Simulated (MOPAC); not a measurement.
MOPAC input (AM1):

```
AM1 1SCF UHF MS=0.5 GEO-OK AUX(PRECISION=9) THREADS=1
CH5Si

C    -0.00084066 1    0.06417934 1   -1.20111192 1
Si    0.00020234 1    0.04776781 1    0.68085373 1
H     0.00228281 1   -0.95744935 1   -1.59188620 1
H    -0.88652208 1    0.57124442 1   -1.58638550 1
H     0.88111184 1    0.57700419 1   -1.58731491 1
H    -1.21072394 1   -0.62626610 1    1.22079099 1
H     1.21606260 1   -0.61835849 1    1.21951500 1
```

### Question
What heat of formation does the run end on, and which ionisation energy by Koopmans theorem?

### Answer
9.64 kcal/mol; 8.90 eV.
